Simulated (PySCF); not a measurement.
This PySCF input asks for the NMR shieldings of SMILES P(B)[SiH3], BH₆PSi; the geometry comes from PBE0-D3(BJ)/def2-SVP.

```python
import basis_set_exchange as bse
import numpy as np
from pyscf import gto, dft
from pyscf.prop import nmr

atoms = """
B     1.777446   -0.366050   -0.298692
P     0.599671    0.773289    0.559997
Si   -1.474737    0.177686   -0.045652
H     1.595721   -0.600888   -1.468913
H     2.776955   -0.743373    0.262298
H     0.679780    0.497095    1.949752
H    -1.851254   -1.197426    0.399436
H    -1.494436    0.250853   -1.535191
H    -2.449286    1.151363    0.528196
"""
names = dict.fromkeys(["B", "P", "Si", "H"], "pcSseg-1")
basis = {el: gto.basis.parse(bse.get_basis(n, elements=[el], fmt="nwchem")) for el, n in names.items()}
mol = gto.M(atom=atoms, basis=basis, charge=0, verbose=0)
mf = dft.RKS(mol, xc="PBE0")
mf.grids.level = 2
mf.grids.alignment = dft.numint.BLKSIZE   # the property module wants whole blocks of grid points
mf.conv_tol = 1e-9
mf.kernel()

calc = nmr.RKS(mf)   # GIAO
C = mf.mo_coeff
Co = C[:, mf.mo_occ > 0]
resp = mf.gen_response(singlet=True, hermi=2)
def vind(x):   # induced exchange potential for any number of trial vectors
    d = np.einsum("pi,xij,qj->xpq", C, 2 * x.reshape(-1, C.shape[1], Co.shape[1]), Co, optimize=True)
    return np.einsum("xpq,pi,qj->xij", resp(d - d.transpose(0, 2, 1)), C, Co, optimize=True).ravel()
mo1, _ = nmr.rhf.solve_mo1(calc, with_cphf=vind)
sigma = calc.kernel(mo1)
for i, s in enumerate(sigma):   # ppm
    w = np.linalg.eigvalsh((s + s.T) / 2)
    print("%2d %-2s iso %8.1f  s11 %8.1f  s22 %8.1f  s33 %8.1f" % (i, mol.atom_pure_symbol(i), w.mean(), *w))
```

Problem. What does it print?

Solution. 
```
 0 B  iso     16.4  s11    -88.0  s22     -3.7  s33    140.9
 1 P  iso    468.7  s11    308.6  s22    497.7  s33    599.9
 2 Si iso    429.2  s11    409.6  s22    416.4  s33    461.5
 3 H  iso     23.1  s11     14.3  s22     26.6  s33     28.4
 4 H  iso     22.9  s11     14.8  s22     26.4  s33     27.5
 5 H  iso     27.7  s11     23.1  s22     25.5  s33     34.5
 6 H  iso     26.9  s11     23.1  s22     25.2  s33     32.4
 7 H  iso     26.8  s11     23.9  s22     24.8  s33     31.7
 8 H  iso     27.0  s11     23.6  s22     25.1  s33     32.4
```

These numbers come from an equivalent density-fitted implementation of the same equations, which agrees with the script to about 0.01 ppm for H and up to a few tenths of a ppm for heavy atoms, so last digits may differ.

Problem. Turn these shieldings into chemical shifts. Scale: ¹¹B (100.73 ppm) vs BF3·OEt2; ³¹P (310.13 ppm) against H3PO4; ²⁹Si (351.99 ppm) and ¹H (31.27 ppm) against TMS (reference shieldings calculated alike).

Solution. Averaging equivalent atoms: B 0: 84.3; P 1: -158.6; Si 2: -77.2; H 3/4: 8.28; H 6/7/8: 4.35; H 5: 3.59 ppm. Experimental scales use liquid or dissolved standards, which lie at an offset from isolated H3PO4.

Size and cost of the density-fitted run: 95 basis functions, 4.3 s wall time on 1 thread of an Arm Neoverse V2, shared host; peak memory 0.42 GiB.
